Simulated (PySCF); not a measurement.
C₅H₅S (charge +1).
Structure used (GFN2-xTB), in Å, numbered top down from 1:
```xyz
11
C5H5S angstrom
C     -0.0461    1.1462   -0.1019
C     -1.2396    0.4306   -0.0469
C     -1.2839   -0.9375    0.0691
S      0.0792   -1.9344    0.1623
C      1.3568   -0.8293    0.0780
C      1.2016    0.5305   -0.0402
H     -0.0899    2.2215   -0.1954
H     -2.1754    0.9705   -0.0973
H     -2.2273   -1.4637    0.1083
H      2.3397   -1.2765    0.1246
H      2.0904    1.1449   -0.0866
```

NICS = −σ at a ghost point: NICS(0) at the centroid of the ring atoms, NICS(1) 1 Å to either side along the normal of their mean plane, zz for the tensor component along that normal. Level: GIAO PBE0/pcSseg-1 (PySCF, non-relativistic, gas phase) on the GFN2-xTB geometry, one conformer.

Ring bond lengths (Å), with Mayer bond orders in brackets: C1–C2 1.393 (1.40), C2–C3 1.374 (1.46), C3–S4 1.691 (1.29), S4–C5 1.691 (1.29), C5–C6 1.374 (1.46), C6–C1 1.393 (1.40).

Question: Give the NICS values of each ring in ppm.

Answer: 
```
             ring                                               type  NICS(0)  NICS(1), two faces  NICS(1)zz, two faces  rms pucker (Å)  centre to ring atoms, mean (Å)
C1–C2–C3–S4–C5–C6  6-membered ring with S; formal bonds all aromatic     -7.5       -10.8 / -10.8         -26.4 / -26.4            0.00                            1.48
```

Question: What can be read from them?

Answer: 
- C1–C2–C3–S4–C5–C6: mean NICS(1)zz -26.4 ppm, shielded. The ring is flat and has no four-coordinate atom; by the NICS criterion it is aromatic.

Question: And the bond-length index? HOMA = 1 − mean of α(R − Ropt)² over the ring bonds, with Krygowski's 1993 parameters (CC: Ropt 1.388 Å, α 257.7 Å⁻²; CS: Ropt 1.677 Å, α 94.09 Å⁻²).

Answer: 
- C1–C2–C3–S4–C5–C6: HOMA 0.97; the largest term is that of C5–C6, α(R − Ropt)² = 0.05. The geometric and the magnetic index point the same way.

Question: At the first NICS(1) probe listed for ring C1–C2–C3–S4–C5–C6, 1 Å off the ring, how large is the induced field along the normal in 9.4 T applied along it?

Answer: NICSzz × B0 = -26.4 ppm × 9.4 T = -248 μT, against the applied field.

Question: Give the inner angles of the rings and the Hirshfeld charges of the ring atoms.

Answer: 
- C1–C2–C3–S4–C5–C6: C1 122.6° (+0.056 e), C2 122.9° (+0.017 e), C3 124.5° (+0.023 e), S4 102.8° (+0.351 e), C5 124.5° (+0.023 e), C6 122.9° (+0.017 e); sum 720.0° against 720° for a flat convex ring.

Question: How shielded are the nuclei of the rings and their hydrogens (means over atoms taken as equivalent)?

Answer: 
```csv
atoms,environment,σ isotropic (ppm),"principal values of the symmetric part, first atom (ppm)"
C1,aromatic CH carbon,27.6,"-83.4, -23.0, 189.3"
C2 (×2),aromatic CH carbon,42.7,"-71.2, 10.0, 189.2"
C3 (×2),aromatic CH next to a ring sulfur,18.3,"-112.3, -8.5, 175.8"
S4,ring sulfur,135.9,"-147.6, -38.7, 594.0"
H7,aromatic hydrogen,22.22,"18.9, 21.8, 26.1"
H8 (×2),aromatic hydrogen,22.32,"18.4, 22.7, 25.9"
H9 (×2),aromatic hydrogen,21.68,"18.3, 20.6, 26.2"
```
